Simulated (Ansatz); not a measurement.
# CH2: the cost of one run

Computed with Ansatz 0.2.0 (the levels named in each step, unless a step's input says otherwise).

## Step 1: The structure to begin with

Bond lengths: C1–H2 1.047 Å, C1–H3 1.047 Å. Angles: H2–C1–H3 180.0°.

As a file:

```xyz
3

C     0.0000    0.0000    0.0000
H     0.0000    0.0000   -1.0470
H     0.0000    0.0000    1.0470
```

## Step 2: A rough first relaxation, PBE-D4/def2-SVP

This run stands in another session on the same molecule. It ended at:

```xyz
3

C     0.0000    0.0000    0.0000
H     0.0000    0.0000   -1.0856
H     0.0000    0.0000    1.0856
```

## Step 3: Relaxation, PBE0-D4/def2-TZVPP

This run stands in another session on the same molecule. It ended at:

```xyz
3

C     0.0000    0.0000    0.0000
H     0.0000    0.0000   -1.0677
H     0.0000    0.0000    1.0677
```

## Step 4: Frequencies, PBE0-D4/def2-TZVPP

input.yaml

```yaml
crystal:
  periodic: [false, false, false]
  atoms:
    - { symbol: C, position_ang: [0.0, 0.0, 0.0] }
    - { symbol: H, position_ang: [0.0, 0.0, -1.067726] }
    - { symbol: H, position_ang: [0.0, 0.0, 1.067726] }
magnetization:
  spin_polarized: true
  initial_magnetization: 2
basis:
  gaussian: { orbitals: def2-TZVPP }
hamiltonian:
  xc: pbe0
  dispersion: d4
phonons: {}
```

Launch:

```bash
> ansatz run input.yaml --threads 1 --pin off --max-ram 2560MiB --backend cpu --events-out ev --progress --plain --runs-dir out
```

**Question.** How long does this run take on 1 thread of Arm Neoverse N1, shared host, and how much memory does it need?

About 8 s, with a peak of 0.088 GiB.
